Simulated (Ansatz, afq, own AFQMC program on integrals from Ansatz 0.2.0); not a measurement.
# Where AFQMC and coupled cluster stand for GaSiH$_{2}$, sextet

```xyz
4

Si    0.0000    0.0000    1.7384
Ga    0.0000    0.0000   -0.6618
H     0.0000   -1.4132   -1.3308
H     0.0000    1.4132   -1.3308
```

Connectivity, by distances: Si–GaH2.

Basis cc-pVDZ. Noble-gas cores (and the filled d shells of Ga–Kr and In–Xe) are frozen. Integrals, coupled cluster, full CI and functionals: Ansatz 0.2.0; the random walks run on the same integrals in our own AFQMC program. The CISD trial takes its coefficients from CCSD amplitudes. Released means that phaseless walkers are propagated on without the constraint, phases kept. Uncertainties: one standard error, sampling alone. No spin–orbit coupling.

Determinant: UHF, the one that the program's search chose, which needn't be the lowest solution. The geometry is a PBE0/def2-TZVP stationary point of this or a neighbouring charge and spin state.

No full CI on the walks' own integrals is used here; CCSDT(Q) serves as the reference and is uncertain by about the last step of the cluster series.

Cautions: no relativity below Rb; no spin-orbit coupling; inner d shell frozen; another spin lies lower (by 5.76 eV); the search met a lower determinant of the same kind, perhaps of another symmetry (7 meV lower), and this one is a saddle point; unrestricted determinant slightly spin contaminated (⟨S²⟩ 8.82 against 8.75); the released energies are still falling, so no released level is given (meV from the phaseless value at times in 1/Eh: -6 ± 7 at 0.24, -9 ± 7 at 0.51, -17 ± 7 at 0.99, -24 ± 8 at 1.62, -38 ± 9 at 2.40), though the last usable value meets CCSDT(Q) within the noise.

```
T1 diagnostic                               : 0.0300
weight of the determinant in the CISD state : 0.865
⟨S²⟩ of the determinant                     : 8.816
size of the correlated space                : 9 electrons in 36 orbitals
```

```csv
level,correlation energy (eV)
MP2,-2.8390
CCSD,-3.8000
CCSD(T),-3.9219
```

Q: Estimate where phaseless AFQMC with a CISD trial lies against CCSD(T) on the same integrals.

A: 0.14 ± 0.16 kcal/mol above CCSD(T). The gap is under twice the noise, so this walk alone can't tell the two apart.

Reference: CCSDT(Q), correlation energy -3.963 eV.

```json
{"level": "CCSD(T)", "E − E(reference) (kcal/mol)": "0.95", "share of correlation (%)": "98.97"}
{"level": "CCSDT", "E − E(reference) (kcal/mol)": "0.18", "share of correlation (%)": "99.80"}
{"level": "ph-AFQMC/CISD", "E − E(reference) (kcal/mol)": "1.09 ± 0.16", "share of correlation (%)": "98.81"}
```

A walk keeps the symmetry of its determinant, which the program's search chose and which needn't be the lowest solution, so a lower state of the same spin and another symmetry isn't excluded.
